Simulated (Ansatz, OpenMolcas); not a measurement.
**BN (boron nitride): methods side by side**

BN has 2 atoms, charge 0, and is taken as a triplet. SMILES: `B#N`. The coordinates come from a GFN2-xTB relaxation.

```csv
atom,x (Å),y (Å),z (Å)
B,0.0000,0.0000,0.0000
N,0.0000,0.0000,1.2684
```

Quantity: the energy change with the B1–N2 bond stretched from 1.268 to 2.537 Å, in eV. The values are calculated.

| level | kind | program | value (eV) |
| --- | --- | --- | --- |
| UHF/6-31G | Hartree–Fock | Ansatz | 1.40 |
| U-revPBE/6-31G | GGA | Ansatz | 3.31 |
| UBLYP/6-31G | GGA | Ansatz | 3.34 |
| UB3LYP/6-31G | global hybrid | Ansatz | 3.33 |
| UPBE0/6-31G | global hybrid | Ansatz | 3.38 |
| RPA@PBE/6-31G | RPA | Ansatz | 2.38 |
| UCCSD(T)/6-31G | coupled cluster or CI | Ansatz | 2.63 |
| UCCSDT(Q)/6-31G | coupled cluster or CI | Ansatz | 2.63 |
| FCI/STO-3G | exact in the basis | OpenMolcas | 3.45 |

The first shape isn't each level's own minimum. The values span 1.40 to 3.45 eV. Spin contamination of the reference (⟨S²⟩ at least 0.1 too high) touches UHF/6-31G, U-revPBE/6-31G, UBLYP/6-31G, UB3LYP/6-31G, UPBE0/6-31G, RPA@PBE/6-31G, UCCSD(T)/6-31G, UCCSDT(Q)/6-31G. The coupled-cluster rows rest on a doubtful reference here (large T1 or Brueckner and Hartree–Fock orbitals at odds), and rows may lie in different states. All rows use very small basis sets, so none should be taken for the real molecule's value.
